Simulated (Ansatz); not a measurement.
[AlFH3]- (AlH3F⁻) was relaxed with PBE0-D4 (def2-TZVPD) in Ansatz in these states: charge -1 singlet, neutral doublet. The geometries follow in no particular order.

A:

Cartesian coordinates in Å:
```
Al 0.0096 0.0290 0.0005
F -0.5292 -1.6053 -0.0254
H 1.2945 0.1398 1.0176
H -1.2224 0.9773 0.5303
H 0.4476 0.4592 -1.5229
```

B:

```
atom   x (Å)   y (Å)   z (Å)
 Al1   0.020   0.308   0.033
  F2  -1.408   0.982  -0.443
  H3  -0.161  -1.277   0.582
  H4   1.229   1.161   0.545
  H5   0.320  -1.175  -0.717
```

Question: Judge from the bond lengths which geometry belongs to which state (an estimate).

Answer: A is the charge -1 singlet (Al1–H4 1.642 Å, Al1–F2 1.721 Å, Al1–H5 1.642 Å); B is the neutral doublet (Al1–H4 1.566 Å, Al1–F2 1.649 Å, Al1–H5 1.688 Å).
